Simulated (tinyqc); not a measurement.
The basis set: RHF and MP2 along a ladder of basis sets, for LiH, spin multiplicity 1. Computed by the program tinyqc with PySCF. Same geometry throughout; the dipole is taken about the origin.

Geometry (angstrom):
```
atom,x,y,z
Li,0.0000,0.0000,0.0000
H,0.0000,0.0000,1.4270
```

RHF and frozen-core MP2 in a ladder of bases:
```
basis,functions,E(RHF) (hartree),E(MP2 corr) (hartree),HOMO (eV),LUMO (eV),dipole (debye)
sto-3g,6,-7.86180,-0.01157,-8.142,2.160,4.825
6-31g,11,-7.97281,-0.01205,-8.424,0.351,5.600
6-31g**,19,-7.97504,-0.02066,-8.411,0.348,5.573
cc-pvdz,19,-7.97823,-0.02271,-8.421,0.120,5.617
cc-pvtz,44,-7.98174,-0.02753,-8.438,0.078,5.613
```

Estimate the missing row, basis = 3-21g.

Computed row:
```
basis  functions  E(RHF) (hartree)  E(MP2 corr) (hartree)  HOMO (eV)  LUMO (eV)  dipole (debye)
3-21g         11          -7.92291               -0.01216     -8.370      0.180           5.550
```

From cc-pVDZ to cc-pVTZ the RHF energy falls by 3.5 mhartree and the correlation energy by 4.8. If valence correlation converges as X^-3, (27 E(T) - 8 E(D))/19 gives -0.0296 hartree, a rough estimate from such small X that usually falls short; STO-3G holds about 39 % of it. Beyond STO-3G the LUMO moves by 0.3 eV and the HOMO by 0.1 eV.
